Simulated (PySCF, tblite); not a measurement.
**C₅H₈Cl radical: geometry, infrared bands and EPR parameters**

Aim: predict the infrared bands and EPR parameters of C₅H₈Cl radical (`C[C]1CC(Cl)C1`).

Programs: tblite 0.8.0 and PySCF 2.14.0, with density-fitted response routines of our own. Each step states its level of theory. These are calculated values for one molecule in the gas phase, unless marked as measured. Atoms are numbered from 0 throughout.

## 1. Starting geometry

14 atoms, charge 0, multiplicity 2; geometry from: force field or distance geometry start.

Bonds of the start (Å): C0–C1 1.51, C1–C2 1.51, C2–C3 1.54, C3–Cl4 1.79, C3–C5 1.52, C5–C1 1.50, C0–H6 1.11, C0–H7 1.10, C0–H8 1.12, C2–H9 1.11, C2–H10 1.10, C3–H11 1.09, C5–H12 1.11, C5–H13 1.10.

## 2. Optimising the geometry with GFN2-xTB

What the job is given:

```
{"job": {"kind": "relax", "xc": "GFN2-xTB", "basis": "xTB"}, "charge": 0, "multiplicity": 2}
C      1.852500    -0.110400     0.102000
C      0.398600    -0.076800     0.502100
C     -0.530000    -0.959700    -0.305700
C     -1.594800     0.082500     0.075600
Cl    -2.069500    -0.185800     1.780800
C     -0.437100     1.060300    -0.001300
H      2.045400    -0.848300    -0.699700
H      2.254900     0.872400    -0.194000
H      2.426500    -0.422100     1.012100
H     -0.315100    -0.888100    -1.390100
H     -0.714800    -1.964400     0.090000
H     -2.405500     0.224800    -0.634400
H     -0.635900     1.890300     0.700600
H     -0.275800     1.324900    -1.060200
```

Run with:

```bash
$ OMP_NUM_THREADS=1 python probes_run.py task.json out
```

One launch serves the whole session: the jobs run in the order shown.

**Question.** This job is followed by: GFN2-xTB harmonic vibrations, gas phase; UKS B3LYP, pcH-1 on C Cl H, non-relativistic, mean-field spin-orbit, GIAO. What will the session give for the following? strongest single infrared mode (GFN2-xTB); zero-point energy (GFN2-xTB); g(iso) (B3LYP); ⟨S²⟩; largest a(iso) (averaged by class); potential on the surface of density 0.002 e/bohr³, 1st and 99th percentile.

As calculated:

| quantity | value |
| --- | --- |
| strongest single infrared mode (GFN2-xTB) | 2889 cm⁻¹, 46 km/mol |
| zero-point energy (GFN2-xTB) | 70.6 kcal/mol |
| g(iso) (B3LYP) | 2.00269 |
| ⟨S²⟩ | 0.754 (exact 0.75) |
| largest a(iso) (averaged by class) | 13C on C1, 119.7 MHz |
| potential on the surface of density 0.002 e/bohr³, 1st and 99th percentile | -0.78 V and 0.87 V |

What this shows: The optimisation took 67 steps and gained 1.142 eV; among the close pairs (by a distance rule), C0–C1 changed most, from 1.508 to 1.472 Å. No mode is imaginary among the 36: a minimum at this level. GFN2-xTB is a fitted tight-binding method: band positions and strengths are rough. Its intensities can rank the bands wrongly. C1 carries the largest spin population, 0.95 e. The isotropic g lies 0.4 ppt above the free-electron value. The conformer search found further structures of the same energy, which may be mirror or relabelled copies of this one.
